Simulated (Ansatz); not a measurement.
## Worked example: the enthalpy of formation of C3H3NO (oxazole)

C3H3NO: 8 atoms, total charge 0, spin state singlet. SMILES: `c1cocn1`. The coordinates come from a PBE0-D4/def2-TZVP relaxation.

Total energies at PBE/def2-SVP (Ansatz 0.2.0); the atoms run unrestricted:

| species | state | energy (Eh) |
| --- | --- | --- |
| C3H3NO | singlet | -245.609646 |
| C | triplet | -37.751236 |
| O | triplet | -74.914670 |
| N | quartet | -54.466578 |
| H | doublet | -0.498629 |

Harmonic wavenumbers at PBE0-D4/def2-TZVP, in cm⁻¹: 636, 672, 776, 859, 892, 921, 936, 1094, 1118, 1153, 1190, 1277, 1379, 1553, 1601, 3278, 3285, 3314.

Measured heats of formation of the gaseous atoms at 298.15 K, in kJ/mol: C 716.9, O 249.2, N 472.4, H 218.0. Spin-orbit lowering of the atoms at 298 K (mean of the ground term's levels less their thermal mean, from spectra), in kJ/mol: C 0.02, O 0.40. Take 1 Eh = 2625.50 kJ/mol, 1 cm⁻¹ = 0.0119627 kJ/mol, RT = 2.479 kJ/mol.

**Question.** What heat of formation follows?

**Answer.** 
1. Electronic atomisation energy: 3 × (-37.751236) + (-74.914670) + (-54.466578) + 3 × (-0.498629) − (-245.609646) = 1.478803 Eh = 3882.6 kJ/mol.
2. Zero-point energy: half the sum of the wavenumbers, 12967 cm⁻¹ = 155.1 kJ/mol.
3. Thermal vibrational enthalpy, Σ hcν̃/(exp(hcν̃/kT) − 1): 1.8 kJ/mol. Translation, rotation and pV of a non-linear molecule: 4 RT = 9.9 kJ/mol.
4. The 8 free atoms carry 5/2 RT each: 49.6 kJ/mol.
5. Spin-orbit coupling lowers the free atoms by 3 × 0.02 + 0.40 = 0.5 kJ/mol.
6. Atomisation enthalpy at 298 K: 3882.6 − 0.5 − 155.1 − 1.8 − 9.9 + 49.6 = 3764.9 kJ/mol.
7. Sum of the atoms' heats of formation: 3526.3 kJ/mol. Heat of formation: 3526.3 − 3764.9 = -238.6 kJ/mol.

The tabulated value is -15.5 kJ/mol (CRC Handbook of Chemistry and Physics), so this level is off by -223.1 kJ/mol, or 6.3 % of the atomisation enthalpy. Gradient-corrected functionals often overbind somewhat. Anharmonicity and any spin-orbit splitting of the molecule are left out.
